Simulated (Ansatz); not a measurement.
## Isomers

Structures of CH4NSi, doublet, relaxed at PBE0-D4/def2-TZVP (vibrations not checked; lower isomers may exist, and structures with a doubtful reference or unclear bonds are left out). Program: Ansatz 0.2.0. Basis: def2-TZVPP. Cores are frozen in the correlated methods; orbitals are unrestricted. B3LYP uses VWN-RPA correlation.

Question: Rank them by CCSD(T) energy, lowest first, and give each one's height above the lowest. Links in brackets join atoms within 1.22 times the sum of their covalent radii (1.1 for two metals). (To be estimated.)
A.
CH₄NSi ([CH2]1[NH][SiH]1)
```
7
angstrom
C -0.4738 -0.1098 -0.7224
N -0.6603 -0.8592 0.5367
Si 0.7376 0.1263 0.6693
H -0.2192 -0.7163 -1.5876
H -1.1904 0.6802 -0.9455
H -1.5500 -0.8144 1.0078
H 0.5658 1.3448 1.5334
```
B.
CH₄NSi ([CH3][Si][NH])
```
7
angstrom
N -1.4055 -1.1988 0.5366
C 0.6861 0.7186 -0.2520
Si 0.0520 -1.0511 -0.1006
H -1.9522 -2.0264 0.7187
H 0.8988 0.9487 -1.2986
H -0.0710 1.4015 0.1357
H 1.6157 0.8296 0.3110
```
C.
CH₄NSi ([CH2]1[N][SiH2]1)
```
7
angstrom
C -0.5824 -0.0630 -0.4873
N -0.4659 0.0084 0.9166
Si 0.8458 -0.9599 0.3320
H -1.5485 -0.3354 -0.9115
H -0.0386 0.6668 -1.1109
H 0.9118 -2.3526 0.8154
H 2.1453 -0.3745 -0.0639
```
D.
CH₄NSi ([CH][SiH][NH2])
```
7
angstrom
C -0.8036 -0.5099 -1.2010
Si -0.0368 0.4422 -0.0772
N 1.1643 -0.0325 1.0132
H -1.3082 -1.1060 -1.9339
H -0.3167 1.8768 0.1226
H 1.5791 0.6081 1.6669
H 1.5282 -0.9674 1.0726
```

Answer: Computed: B (0.000 eV), A (0.981 eV), D (1.291 eV), C (1.562 eV). Heights count from the lowest.

Question: Do PBE-D4, r2SCAN-D4, PBE0-D4, B3LYP-D4, wB97M-V, HF, MP2 give the same order? (Judge from chemistry; the calculation decides.)

Answer: Computed: Lowest first: HF B < D < A < C. The others agree with CCSD(T).

T1 diagnostic: at most 0.031. ⟨S²⟩ of the unrestricted Hartree–Fock references: 0.76 to 0.86 (a pure state has 0.75). The unrestricted reference is spin-contaminated, which hurts MP2 most.

For scale, one of the runs: CCSD(T)/def2-TZVPP, 160 basis functions, launched by `ansatz run in.yaml --threads 2 --pin off --events-out ev --progress --plain --max-ram 4352MiB`. Hardware: 2 CPU threads of an Arm Neoverse V2, shared host. Wall time 67 s; peak host memory 2.7 GiB.
